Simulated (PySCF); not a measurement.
hydrogen fluoride (FH), SMILES F. Atoms are numbered in the order given.

```xyz
2

F      0.0000     0.0000    -0.0925
H      0.0000     0.0000     0.8329
```

Geometry optimised at B3LYP-D3(BJ)/def2-TZVPD.

Two levels are set side by side: PBE/pcSseg-2 (PySCF) and B3LYP/pcSseg-2 (PySCF). GIAO shifts against CFCl3 (¹⁹F), TMS (¹H) at the same level; non-relativistic, no solvent, atoms listed together averaged. Differences are taken from unrounded values.

```csv
quantity,B3LYP,PBE,PBE minus B3LYP
δ(¹⁹F) of F1 (ppm),-247.4,-274.6,-27.2
δ(¹H) of H2 (ppm),2.59,1.96,-0.63
```

Rough cost on one machine, each run with all the roots and properties that it gave: B3LYP against PBE within a factor of 2.
